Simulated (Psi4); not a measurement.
An input for singlet [SiH3]+

The species is [SiH3]+ (4 atoms), meant as a singlet with charge +1. SMILES of the parent species: `[SiH3]`. The shape is that of a PBE0-D4/def2-TZVP optimisation. That shape belongs to the parent species and isn't relaxed for this state.

```xyz
4

Si    0.2938   -0.0269   -0.1640
H     0.5592    0.6653    1.1239
H    -0.2240   -1.4017    0.0601
H    -0.6289    0.7632   -1.0200
```

Settings wanted:

```
task                          : energy
method                        : CC3
basis set                     : cc-pVTZ
reference                     : RHF
integrals                     : pk
frozen core orbitals          : 5
symmetry                      : c1
threads                       : 1
SCF convergence threshold     : 1e-09
density convergence threshold : 1e-08
```

Write the Psi4 1.11 input and the command.

This one ran through:

job.json:
```json
{
  "schema_name": "qcschema_input",
  "schema_version": 1,
  "molecule": {
    "schema_name": "qcschema_molecule",
    "schema_version": 2,
    "symbols": ["Si", "H", "H", "H"],
    "geometry": [0.55516374, -0.05083363, -0.30997178, 1.05664036, 1.25723479, 2.12386319, -0.42337424, -2.64873462, 0.11362923, -1.18842986, 1.44233346, -1.92750175],
    "molecular_charge": 1,
    "molecular_multiplicity": 1,
    "fix_symmetry": "c1",
    "fix_com": true,
    "fix_orientation": true
  },
  "driver": "energy",
  "model": {
    "method": "cc3",
    "basis": "cc-pVTZ"
  },
  "keywords": {
    "reference": "rhf",
    "puream": true,
    "e_convergence": 1e-09,
    "d_convergence": 1e-08,
    "scf_type": "pk",
    "num_frozen_docc": 5
  }
}
```

```bash
$ psi4 --qcschema job.json -n 1 --memory 2200MB
```

Calculated total energy: -290.46351 Eh.
